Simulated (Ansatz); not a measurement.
Ansatz (a quantum-chemistry and plane-wave program) input:

Ansatz 0.2 input:
```yaml
crystal:
  periodic: [false, false, false]
  atoms:
    - {symbol: C, position_ang: [0.00000000, -0.00000000, 0.00000000]}
    - {symbol: C, position_ang: [-0.00417723, 0.75450823, 1.26976351]}
    - {symbol: C, position_ang: [-0.00404543, -0.77165127, 1.25941949]}
    - {symbol: C, position_ang: [0.76720458, 0.00862060, -1.26211027]}
    - {symbol: C, position_ang: [-0.75898192, 0.00852243, -1.26707274]}
    - {symbol: H, position_ang: [-0.91665785, 1.25361755, 1.57173539]}
    - {symbol: H, position_ang: [0.90625614, 1.25373480, 1.57766269]}
    - {symbol: H, position_ang: [-0.91643948, -1.27496555, 1.55459713]}
    - {symbol: H, position_ang: [0.90647452, -1.27484830, 1.56052443]}
    - {symbol: H, position_ang: [1.26948429, -0.90074418, -1.56819650]}
    - {symbol: H, position_ang: [1.26932686, 0.92213758, -1.55584135]}
    - {symbol: H, position_ang: [-1.25914353, -0.90090683, -1.57641846]}
    - {symbol: H, position_ang: [-1.25930095, 0.92197493, -1.56406331]}
basis:
  gaussian:
    orbitals: cc-pVQZ
hamiltonian:
  xc: hf
```

Problem. Predict the final energy.

Solution. -193.99538 Eh (HF/cc-pVQZ). The basis has 515 functions. The run takes roughly 20 core-seconds.
